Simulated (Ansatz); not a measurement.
**Counterpoise correction, worked out**

The pair of HF (SMILES F, atoms 1–2) and Cl2 (SMILES ClCl, atoms 3–4), both closed shells, in one local arrangement (a lower one may exist), relaxed at PBE0-D4/def2-TZVP:

| atom | x (Å) | y (Å) | z (Å) |
| --- | --- | --- | --- |
| F1 | 0.0394 | 0.2573 | -1.9500 |
| H2 | 0.0761 | -0.0878 | -1.0923 |
| Cl3 | -0.2791 | 0.7653 | 1.9804 |
| Cl4 | 0.1636 | -0.9348 | 1.0619 |

Program: Ansatz 0.2.0. Basis: def2-TZVPPD. Cores are frozen in the correlated methods.

CCSD(T) total energies in eV:

| system | geometry | basis functions | energy |
| --- | --- | --- | --- |
| pair | pair | all | -27749.34045 |
| HF | as in the pair | all (partner as ghosts) | -2730.61787 |
| Cl2 | as in the pair | all (partner as ghosts) | -25018.66176 |
| HF | as in the pair | its own | -2730.61235 |
| Cl2 | as in the pair | its own | -25018.63948 |
| HF | free (PBE0-D4 minimum) | its own | -2730.61345 |
| Cl2 | free (PBE0-D4 minimum) | its own | -25018.63948 |

Question: Work out the interaction energy with and without the counterpoise correction, the superposition error, and the binding energy from the relaxed fragments.

Answer: Without correction: -27749.34045 − (-2730.61235) − (-25018.63948) = -0.08862 eV.
With correction (each fragment in the whole basis): -27749.34045 − (-2730.61787) − (-25018.66176) = -0.06082 eV = -1.40 kcal/mol.
The superposition error is the difference, 0.02780 eV, 31 % of the uncorrected value: each fragment borrows its partner's functions.
Deformation from the free shapes: 0.00110 eV for HF and 0.00000 eV for Cl2.
Binding energy from relaxed fragments: -0.06082 + 0.00110 + 0.00000 = -0.05972 eV = -1.38 kcal/mol (electronic, without zero-point energy; negative means bound). For comparison, the corrected interaction energy by CCSD(T) at an estimated basis limit (MP2 extrapolated from triple and quadruple zeta, plus CCSD(T) − MP2 in triple zeta) is -0.077 eV; triple zeta with the correction binds less.

The T1 diagnostic stays at or below 0.011.

For scale, one of the runs: CCSD(T)/def2-TZVPPD, 159 basis functions, launched by `ansatz run in.yaml --threads 2 --pin off --events-out ev --progress --plain --max-ram 5222MiB`. Hardware: 2 CPU threads of an Arm Neoverse V2, shared host. Wall time 17 s; peak host memory 1.1 GiB.
